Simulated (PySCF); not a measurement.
Compound: 1,2-dimethyl cyclopropene, C₅H₈.
InChI=1S/C5H8/c1-4-3-5(4)2/h3H2,1-2H3

Linear response at CAM-B3LYP/def2-SVPD (PySCF, frozen core in the response, non-relativistic). Isolated species at its PBE0-D3(BJ)/def2-SVP geometry, gas phase.

Static isotropic polarisability: 60.84 au (9.02 Å³), principal values 47.6, 60.7, 74.3 au.

(1) What is the polarisability at 1064 nm and at the sodium D line?

(2) What is the isotropic C6 coefficient between two such molecules, C6 = (3/π)∫α(iω)² dω?

(3) Which effective excitation energy ω̄ makes London's formula C6 = (3/4)α²ω̄ exact here?

(4) How anisotropic is the static polarisability, by Δα² = ½[(α1 − α2)² + (α2 − α3)² + (α3 − α1)²]?

(5) What molar refraction at the D line follows from R = (4π/3)·N_A·α′, with α′ the polarisability volume?

(6) What three-body coefficient follows from the one-pole estimate C9 = (3/4)·α·C6?

(7) What n − 1 at the D line would an ideal gas of it have at 273.15 K and 1 atm (2.6868 × 10¹⁹ cm⁻³), by n − 1 = 2π·N·α′?

(8) The lowest 6 singlets have (eV, f): 6.12, 0.003; 6.56, 0.212; 6.94, 0.003; 7.16, 0.000; 7.30, 0.019; 7.66, 0.013. What share of the static polarisability do they carry in the sum over states α = Σ f/ω²?

Results:

(1) 61.38 au at 1064 nm (+0.9 %), 62.66 au at 589.3 nm (+3.0 %). The rise at 589.3 nm is 3.38 times that at 1064 nm; a pure ω² law gives 3.26. The lowest singlet lies at 203 nm, shorter than both wavelengths.

(2) 1502 au (Eh·bohr⁶) by a ten-point quadrature over imaginary frequencies, which is 897 eV·Å⁶ or 86.6 J·nm⁶/mol.

(3) ω̄ = 4·C6/(3α²) = 0.541 Eh = 14.7 eV. A one-pole form α(ω) = α/(1 − ω²/ω̄²) fitted to the 1064 nm value gives 12.5 eV.

(4) Δα = 23.2 au, or 0.38 of the isotropic value.

(5) α′ = 9.28 Å³ gives R = 23.42 cm³/mol, for isolated, non-vibrating species.

(6) 68500 au. This is an estimate from the two numbers above, not a computed integral.

(7) 15.67 × 10⁻⁴, a formal value whether or not that pressure can be reached.

(8) 4.17 au, 6.9 % of α; the largest term, 3.64 au, is that of the state at 6.56 eV. Their oscillator strengths add up to 0.25. Higher states carry the rest.
